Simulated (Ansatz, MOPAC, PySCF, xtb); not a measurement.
Noncovalent pair: HCl (SMILES Cl) (first 2 atoms) with HCl (SMILES Cl); geometry from NCB31 set.
(charge 0, multiplicity 1):
```tsv
atom	x (Å)	y (Å)	z (Å)
Cl	1.8608	-0.0654	-0.0001
H	1.7539	1.2110	0.0003
Cl	-1.9253	0.0056	-0.0001
H	-0.6584	-0.1937	0.0025
```

```tsv
level	interaction energy (meV)	minus CCSD(T)/CBS(aug-cc-pV(T+d)Z, aug-cc-pV(Q+d)Z)	cost
GFN-FF	-142.8	-56.5	-
AM1	-46.6	39.6	-
PM3	-72.4	13.9	-
PM7	-51.8	34.5	-
GFN2-xTB	-94.9	-8.6	-
HF/STO-3G (no counterpoise)	-58.5	27.8	-
HF/3-21G (no counterpoise)	-65.2	21.1	-
HF/6-31G* (no counterpoise)	-20.9	65.4	-
SVWN5/def2-TZVPPD	-163.8	-77.6	×0.8
PBE-D4/def2-TZVPPD	-107.8	-21.6	×1
BLYP/def2-TZVPPD	-40.2	46.0	×1
revPBE/def2-TZVPPD	-33.7	52.6	×1
revPBE-D4/def2-TZVPPD	-88.7	-2.5	×1
r2SCAN/def2-TZVPPD	-83.8	2.5	×2
B3LYP/3-21G (no counterpoise)	-123.7	-37.5	-
B3LYP/LANL2DZ (no counterpoise)	-81.4	4.9	-
B3LYP/def2-TZVPPD	-50.6	35.6	×2
B3LYP-D4/def2-TZVPPD	-89.4	-3.2	×2
PBE0/def2-TZVPPD	-74.0	12.3	×2
PBE0-D3(BJ)/def2-TZVPPD	-99.6	-13.4	×2
PBE0-D4/def2-TZVPPD	-96.5	-10.3	×2
BHLYP/def2-TZVPPD	-56.7	29.6	×2
BHLYP-D3(BJ)/def2-TZVPPD	-91.8	-5.6	×2
BHLYP-D4/def2-TZVPPD	-88.1	-1.8	×2
M06-2X/def2-TZVPPD	-73.3	13.0	-
CAM-B3LYP-D3(BJ)/def2-TZVPPD	-92.1	-5.8	×2
wB97X-V/def2-TZVPPD	-81.1	5.1	×3
B2PLYP/def2-TZVPPD	-62.2	24.1	×2
B2PLYP-D3(BJ)/def2-TZVPPD	-84.8	1.5	×2
B2PLYP-D4/def2-TZVPPD	-80.7	5.6	×2
MP2/aug-cc-pV(T+d)Z	-88.5	-2.2	-
MP2/CBS(aug-cc-pV(T+d)Z, aug-cc-pV(Q+d)Z)	-97.6	-11.4	-
SCS-MP2/aug-cc-pV(D+d)Z	-52.4	33.9	-
CCSD/aug-cc-pV(D+d)Z	-50.1	36.2	-
CCSD/aug-cc-pV(T+d)Z	-64.1	22.2	-
CCSD/aug-cc-pV(Q+d)Z	-69.0	17.2	-
CCSD(T)/aug-cc-pV(D+d)Z	-58.3	28.0	×3
CCSD(T)/aug-cc-pV(T+d)Z	-76.2	10.0	×20
CCSD(T)/aug-cc-pV(Q+d)Z	-82.1	4.1	×600*
CCSD(T)/CBS(aug-cc-pV(T+d)Z, aug-cc-pV(Q+d)Z)	-86.2	0.0	×600*
```

 The comparison column counts from a level with limits of its own.

The rows run from -163.8 (SVWN5/def2-TZVPPD) to -20.9 meV (HF/6-31G* (no counterpoise)). From aug-cc-pV(D+d)Z to aug-cc-pV(Q+d)Z CCSD(T) changes by -23.8. The dispersion term adds -55.0 in revPBE-D4, -38.8 in B3LYP-D4, -25.7 in PBE0-D3(BJ). The 10 functionals in def2-TZVPPD without D3 or D4 span 130.1, from SVWN5 to revPBE.

Interaction energies are E(AB) − E(A) − E(B) at the monomers' geometry in the complex; basis-set methods are counterpoise corrected. Rows marked so take none.

Frozen-core correlation. CBS(a, b) extrapolates the correlation energy as X⁻³ and adds the Hartree–Fock energy of set b. Rows in 3-21G, 6-31G*, LANL2DZ, STO-3G carry no dispersion term and start afresh at each structure (6-31G* with six Cartesian d functions). LANL2DZ brings its own core potentials from Na on. The state that AM1, PM3, PM7 reach isn't checked; PM7 holds dispersion and hydrogen-bond terms.

Run with Ansatz (Gaussian orbitals); MOPAC for AM1, PM3, PM7 (differences of heats of formation); PySCF for 3-21G rows, 6-31G* rows, LANL2DZ rows, M06-2X, STO-3G rows, the dispersion terms; xtb for the GFN methods. Each number belongs to the level named beside it.

Costs are rough ratios of core time to PBE/def2-TZVPPD (about 1.5 s over the structures, on one shared machine); a dash marks a level with no comparable run of its own. A star marks coupled-cluster runs past 200 virtual orbitals, where the program's memory plan changes under this machine's limit, so their costs aren't comparable with smaller runs.

Ansatz is a first-principles code.
